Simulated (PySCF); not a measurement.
Fluorine: a sound run and one with changed settings

Sound run: F [He] 2s2 2p5, F⁺ [He] 2s2 2p4. Calculation: PySCF 2.14, in def2-SVP (3s2p1d, 14 functions); no relativity, point nucleus. In the sound run the correlated levels freeze 1s2. The sound run starts from symmetry-adapted Hartree-Fock orbitals and uses a fine grid where one is needed.

A second run was set up differently.

```
species   method  sound run (hartree)  changed run (hartree)  converged
      F      UHF            -99.28405              -99.28405        yes
      F    M06-L            -99.63117              -99.63117        yes
      F     PBE0            -99.54906              -99.54906        yes
      F      MP2            -99.42243              -99.36482        yes
      F  CCSD(T)            -99.43472              -99.43472        yes
     F⁺      UHF            -98.70445              -98.70445        yes
     F⁺    M06-L            -98.98719              -98.98719        yes
     F⁺     PBE0            -98.91159              -98.91159        yes
     F⁺      MP2            -98.79918              -98.76109        yes
     F⁺  CCSD(T)            -98.81434              -98.81434        yes
```

Ionisation energy of F:

```tsv
method	sound run (eV)	changed run (eV)
UHF	15.772	15.772
M06-L	17.523	17.523
PBE0	17.346	17.346
MP2	16.959	16.428
SCS-MP2	16.914	16.405
CCSD	16.879	16.879
CCSD(T)	16.881	16.881
```

What was changed?
A. angular grid far too coarse
B. a valence shell is frozen
C. minimal basis
D. level shift left on

D. It used initial guess 1e, at most 50 SCF cycles, level shift 2.0 hartree. A level shift leaves the converged SCF energy unchanged but raises the virtual orbital energies, which shrinks MP2 if it is not removed.
